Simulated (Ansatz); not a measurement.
A series at Si: from tetramethylsilane, ligands are replaced one by one, each step taking up H₂ and setting free CH₄; n counts the steps. Ansatz, PBE0-D4/def2-TZVP geometries.

| n | molecule | HOMO energy, ωB97M-V/def2-TZVPP (eV) |
| --- | --- | --- |
| 0 | `C[Si](C)(C)C` | -10.57 |
| 1 | `C[SiH](C)C` | -10.80 |
| 2 | `C[SiH2]C` | ? |
| 3 | `C[SiH3]` | -11.49 |
| 4 | SiH₄ | -12.14 |

Task: By hand: fit a straight line y = ȳ + b (n − n̄) to the 4 given rows and predict n = 2.

Result: n̄ = 2.000, ȳ = -11.250; Σ(n − n̄)(y − ȳ) = -3.830, Σ(n − n̄)² = 10.000, so b = -0.383 eV a step. Prediction: -11.250 + (-0.383) × (0.000) = -11.25 eV.

Task: By hand: compare with the computed value, -11.08 eV, and give the steps along the whole series.

Result: The line misses by 0.17 eV (computed minus predicted). Steps: -0.23, -0.28, -0.41, -0.65 eV.

The steps grow at each stage, from -0.23 to -0.65 eV, so the series is curved. The highest orbital can change its character along such a series. The miss is 10.8 % of the series' range.
